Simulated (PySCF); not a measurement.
Gas-phase reaction: 2 AlHCl₂ + N₂H₂ = 2 AlCl₂NH₂

Method: PySCF energies plus ideal-gas RRHO corrections (1 bar). † marks an energy on the PBE0/def2-TZVP geometry and frequencies; other levels use their own. CCSD(T) freezes the core. 6-31G* has spherical d functions here. All species are closed-shell singlets. B3LYP is the form with VWN-RPA correlation. AlHCl₂, AlCl₂NH₂: computed as isolated molecules; such fragments, hydroxides, amides, oligomers or adducts are transient or little studied in the gas. CCSD(T) isn't extrapolated to the basis-set limit; its ΔH°(298 K) is -408.1 kJ in def2-SVP and -453.4 kJ in def2-TZVPP. The harmonic model lacks anharmonicity and excited electronic states, which grow with temperature; levels with a mode under 35 cm⁻¹ are left out.

```json
[
 {"level": "B3LYP/def2-TZVP†", "ΔE electronic, kJ": "-460", "ΔH°(298 K), kJ": "-436", "ΔS°(298 K), J/K": "-150", "ΔG°(800 K), kJ": "-321"},
 {"level": "BLYP/def2-TZVP†", "ΔE electronic, kJ": "-435", "ΔH°(298 K), kJ": "-410", "ΔS°(298 K), J/K": "-150", "ΔG°(800 K), kJ": "-295"},
 {"level": "CCSD(T)/def2-SVP†", "ΔE electronic, kJ": "-433", "ΔH°(298 K), kJ": "-408", "ΔS°(298 K), J/K": "-150", "ΔG°(800 K), kJ": "-293"},
 {"level": "CCSD(T)/def2-TZVPP†", "ΔE electronic, kJ": "-478", "ΔH°(298 K), kJ": "-453", "ΔS°(298 K), J/K": "-150", "ΔG°(800 K), kJ": "-339"},
 {"level": "HF/6-31G*", "ΔE electronic, kJ": "-426", "ΔH°(298 K), kJ": "-402", "ΔS°(298 K), J/K": "-153", "ΔG°(800 K), kJ": "-285"},
 {"level": "HF/def2-TZVP†", "ΔE electronic, kJ": "-461", "ΔH°(298 K), kJ": "-436", "ΔS°(298 K), J/K": "-150", "ΔG°(800 K), kJ": "-322"},
 {"level": "PBE0/def2-SVP†", "ΔE electronic, kJ": "-465", "ΔH°(298 K), kJ": "-440", "ΔS°(298 K), J/K": "-150", "ΔG°(800 K), kJ": "-326"},
 {"level": "LDA/def2-TZVP†", "ΔE electronic, kJ": "-514", "ΔH°(298 K), kJ": "-490", "ΔS°(298 K), J/K": "-150", "ΔG°(800 K), kJ": "-375"},
 {"level": "ωB97X-V/def2-TZVP†", "ΔE electronic, kJ": "-475", "ΔH°(298 K), kJ": "-450", "ΔS°(298 K), J/K": "-150", "ΔG°(800 K), kJ": "-336"}
]
```
ΔH° is lowest at LDA/def2-TZVP† and highest at HF/6-31G*. No reference value is set beside these.
